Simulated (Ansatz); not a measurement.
Cost and result for the atomization energy of `[SH][AlH][SH]` (6 atoms, 5 bonds).

```xyz
6

S     0.4857   -1.3726   -1.5252
Al    0.0171    0.1337   -0.0236
S    -0.7399   -0.6159    1.8760
H     0.8755   -0.4432   -2.4152
H     0.2140    1.6738   -0.2952
H    -0.8525    0.6241    2.3832
```

Charge 0, multiplicity 1. Geometry: relaxed with PBE0-D4/def2-TZVP. It is one conformer, not always the lowest. Program: Ansatz. Hardware: A = 2 threads of an AMD EPYC 7R13 on a shared host; B = 2 threads of an AMD EPYC 7R13 on a shared host and a share of an NVIDIA H100 80 GB. Times are those of one run each, without the atoms' runs, and a repeat can differ threefold. Electronic energies, without spin–orbit coupling; frozen cores. CCSD(T)/CBS extrapolates def2-TZVPP and def2-QZVPP, and its time is that of the two runs behind it. T1 = 0.011. B3LYP takes the VWN-RPA correlation (the form of Gaussian; ORCA's B3LYP/G).

CCSD(T)/CBS is a level of theory with its own doubt, some kJ/mol a heavy atom from the limit and from the frozen cores, so smaller differences don't rank the functionals.

| level | functions | wall time | atomization (kcal/mol) | difference from CCSD(T)/CBS | per bond |
| --- | --- | --- | --- | --- | --- |
| PBE0-D4/def2-TZVPP [A] | 168 | 3.7 s | 405.8 | -6.4 | -1.3 |
| PBE-D4/def2-TZVPP (with forces) [A] | 168 | 4.3 s | 409.5 | -2.7 | -0.5 |
| B3LYP-D4/def2-TZVPP (with forces) [A] | 168 | 4.8 s | 405.4 | -6.8 | -1.4 |
| r2SCAN-D4/def2-TZVPP (with forces) [A] | 168 | 6 s | 413.2 | 1.0 | 0.2 |
| B2PLYP/def2-TZVPP [A] | 168 | 8 s | 401.0 | -11.2 | -2.2 |
| ωB97X-V/def2-TZVPP [A] | 168 | 12 s | 413.9 | 1.7 | 0.3 |
| ωB97M-V/def2-TZVPP (with forces) [A] | 168 | 14 s | 413.6 | 1.4 | 0.3 |
| CCSD(T)/def2-QZVPP [B] | 300 | 19 s | 406.1 | -6.1 | -1.2 |
| CCSD(T)/def2-TZVPP [A] | 168 | 40 s | 397.7 | -14.5 | -2.9 |
| CCSD(T)/CBS(def2) | – | 59 s | 412.2 | 0.0 | 0.0 |

From PBE to PBE0 (25 % exact exchange), in def2-TZVPP and without D4, the atomization energy moves by −3.3 kcal/mol: exact exchange takes away binding that semilocal exchange gives to molecules. In def2-TZVPP, CCSD(T) changes the Hartree–Fock value by +99.6 kcal/mol (the triples alone add +6.6 kcal/mol) and MP2 by +102.9 kcal/mol; breaking electron pairs costs correlation energy, which Hartree–Fock lacks. The D4 term adds +5.0 kcal/mol with B3LYP and +2.6 kcal/mol with PBE0; it sums over pairs of atoms, weighted by their polarisabilities, and B3LYP, whose exchange is more repulsive, gets the larger term.
